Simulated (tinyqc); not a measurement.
Worked calculation: extended Hueckel theory, for N2+. The parameters take no account of the charge, which enters only through the electron count. Computed by tinyqc, a small Python program that keeps every step (integrals from PySCF). Settings: charge = 1, K = 1.5, multiplicity = 2. Command: `OMP_NUM_THREADS=1 python tinyqc.py 31206 31207 out.jsonl` (the two numbers bound the seeds that draw the settings). One thread of a shared host (Intel(R) Xeon(R) Processor @ 2.60GHz), about 0.01 s of CPU time with the checks.

## Overlaps

Geometry (angstrom):
```
atom,x,y,z
N,0.00000,0.00000,0.00000
N,0.00000,0.00000,1.11000
```

Parameters chosen for this run:
```
element,shell,Slater exponent,H_ii (eV)
N,2s,1.95000,-26.00000
N,2p,1.95000,-13.40000
```

Slater orbitals, each expanded in six Gaussians scaled to its exponent.

overlap S, lower triangle:
```
,1N 2s,1N 2px,1N 2py,1N 2pz,2N 2s,2N 2px,2N 2py,2N 2pz
1N 2s,1.00000
1N 2px,0.00000,1.00000
1N 2py,0.00000,0.00000,1.00000
1N 2pz,0.00000,0.00000,0.00000,1.00000
2N 2s,0.44094,0.00000,0.00000,0.43515,1.00000
2N 2px,0.00000,0.27351,0.00000,0.00000,0.00000,1.00000
2N 2py,0.00000,0.00000,0.27351,0.00000,0.00000,0.00000,1.00000
2N 2pz,-0.43515,0.00000,0.00000,-0.32378,0.00000,0.00000,0.00000,1.00000
```

## Wolfsberg-Helmholz matrix

diagonal H_ii (eV): 1N 2s -26.00000, 1N 2px -13.40000, 1N 2py -13.40000, 1N 2pz -13.40000, 2N 2s -26.00000, 2N 2px -13.40000, 2N 2py -13.40000, 2N 2pz -13.40000

K = 1.50000

H_ij = K' S_ij (H_ii + H_jj)/2 for i != j (the diagonal keeps H_ii), with K' = 1.5.

H (eV), lower triangle:
```
,1N 2s,1N 2px,1N 2py,1N 2pz,2N 2s,2N 2px,2N 2py,2N 2pz
1N 2s,-26.00000
1N 2px,0.00000,-13.40000
1N 2py,0.00000,0.00000,-13.40000
1N 2pz,0.00000,0.00000,0.00000,-13.40000
2N 2s,-17.19666,0.00000,0.00000,-12.85861,-26.00000
2N 2px,0.00000,-5.49761,0.00000,0.00000,0.00000,-13.40000
2N 2py,0.00000,0.00000,-5.49761,0.00000,0.00000,0.00000,-13.40000
2N 2pz,12.85861,0.00000,0.00000,6.50796,0.00000,0.00000,0.00000,-13.40000
```

## Orbitals

valence electrons = 9

Solve H C = S C e through S^(-1/2); fill by pairs from the bottom, a degenerate level sharing its electrons equally; each orbital has its largest coefficient positive (the first on a tie).

orbital energies (eV): -29.97934  -20.16718  -14.83896  -14.83896  -13.48542  -10.87753  -10.87753  27.50561

occupations: 2.00000  2.00000  2.00000  2.00000  1.00000  0.00000  0.00000  0.00000

coefficients:
```
,MO1,MO2,MO3,MO4,MO5,MO6,MO7,MO8
1N 2s,0.59073,0.61231,0.00000,0.00000,-0.19047,0.00000,0.00000,1.19034
1N 2px,0.00000,0.00000,0.49246,0.38742,0.00000,0.74336,-0.36832,0.00000
1N 2py,0.00000,0.00000,-0.38742,0.49246,0.00000,0.36832,0.74336,0.00000
1N 2pz,-0.00558,-0.37063,0.00000,0.00000,0.64754,0.00000,0.00000,1.15932
2N 2s,0.59073,-0.61231,0.00000,0.00000,-0.19047,0.00000,0.00000,-1.19034
2N 2px,0.00000,0.00000,0.49246,0.38742,0.00000,-0.74336,0.36832,0.00000
2N 2py,0.00000,0.00000,-0.38742,0.49246,0.00000,-0.36832,-0.74336,0.00000
2N 2pz,0.00558,-0.37063,0.00000,0.00000,-0.64754,0.00000,0.00000,1.15932
```

sum of one-electron energies = -173.13431 eV

Within a degenerate level the vectors are fixed only up to a rotation; this is one choice.

## Mulliken analysis

P = C n C^T; charge = valence electrons (N 5) minus the sum of (P S)_ii on the atom; overlap population = 2 sum P_ij S_ij between two atoms.

charges: 1N 0.50000, 2N 0.50000

Overlap populations:
```
pair,value
2-1,1.502792
```
